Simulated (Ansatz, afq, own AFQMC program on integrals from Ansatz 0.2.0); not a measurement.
Integrals from Ansatz 0.2.0, then the random walk in our own AFQMC program (afq).

```yaml
crystal:
  periodic: [false, false, false]
  atoms:
    - {symbol: Ir, position_ang: [0.000000, 0.000000, 0.000000]}
basis:
  gaussian: {orbitals: def2-TZVP}
magnetization: {spin_polarized: true, initial_magnetization: 3}
correlation: {method: ccsd_t, electrons: outside_noble_gas, hamiltonian_folder: ham}
```

```sh
$ ansatz run in.yaml --threads 1 --pin off --events-out ev --progress --plain --max-ram 24576MiB --backend cuda --devices 0, --max-vram 18GiB
```

Options of the walk:

```
--method phaseless --trial cisd --walkers 4000 --populations 20 --least-time 60 --time-step 0.005 --steps-per-block 50 --equilibration-blocks 28 --max-blocks 4000 --target-error 0.00011 --factor-cut 1e-05 --start spin_pure --seed 550 --release-times 0.24,0.5,1,1.5 --release-step 0.02 --release-every 3 --taylor-order 6
```

Times are imaginary, in 1/Eh. The walk had a cap of 122 s. With eight or more populations the least sampling time is a fifth of least-time, and the error comes from their spread. Core potentials past Kr, no spin–orbit coupling.

```
orbitals 36  electrons 6 3  factors 239 of 239
reference energy -103.44321375 Eh
CCSD correlation -0.18461202 Eh in 9 cycles, weight of the determinant in the CISD state 0.9158
energy of the start -103.627555 Eh
 block  time / (1/Eh)  mean weight  energy / Eh
     1     0.250  1.0001  -103.626382
     2     0.500  1.0001  -103.628058
     3     0.750  1.0001  -103.629041
     4     1.000  0.9999  -103.630170
     5     1.250  0.9999  -103.630274
    12     3.000  0.9998  -103.631992
    19     4.750  1.0000  -103.632167
    26     6.500  1.0001  -103.632788
    33     8.250  0.9999  -103.633098
    40    10.000  0.9997  -103.632111
    47    11.750  1.0002  -103.631923
    54    13.500  0.9996  -103.632820
    61    15.250  0.9996  -103.632056
    68    17.000  1.0004  -103.632132
    71    17.750  1.0002  -103.631280
    75    18.750  1.0001  -103.631699
    78    19.500  1.0001  -103.631603
error from the spread of 20 populations
released: time / (1/Eh)  energy / Eh  error  mean overlap
  0.24  -103.632415  0.000083  1.0010
  0.50  -103.631826  0.000708  1.0018
  1.00  -103.632613  0.000073  1.0008
  1.50  -103.632663  0.000074  1.0013
energy -103.632245 +/- 0.000093 Eh
(rows thinned)
```

Problem. Estimate how long the walk took on 1 × NVIDIA H100 80GB HBM3 with 2 threads of AMD EPYC 7R13 Processor (Zen 3), on a shared host (the card was shared).

Solution. 58 s of wall time.

The run passed its tests (sampling time, drift between the halves within three errors, error under three times the target), which doesn't prove that it has relaxed. The second half of the sampling lies above the first by 3.0 errors of their difference, so the energy may still be moving and its error bar be too small.

Against this walk (error 2.5 meV) on the same determinant: CCSD(T) 1.6 meV higher (within the noise), CCSDT(Q) 15.6 meV lower. The error is statistical and leaves out the bias of the constraint. The released energies have errors that jump between times, so the bars are unsure (meV from the phaseless value at times in 1/Eh: -4.6 ± 2.3 at 0.24, 11 ± 19 at 0.50, -10.0 ± 2.0 at 1.00, -11.4 ± 2.0 at 1.50), so they give no level; they do show a bias of the constraint, and the last of them that isn't too noisy lies 4 meV above CCSDT(Q).

Cautions: constraint bias not in the error; no spin-orbit coupling; outer-core shells of the metal frozen.

CCSDT and higher add their correlation energy to the determinant of the CCSD(T) run, since their own runs factorise the integrals more tightly (a shift of under 2 meV). A walk keeps the symmetry of its determinant, which the program's search chose and which needn't be the lowest solution, so a lower state of the same spin and another symmetry isn't excluded.
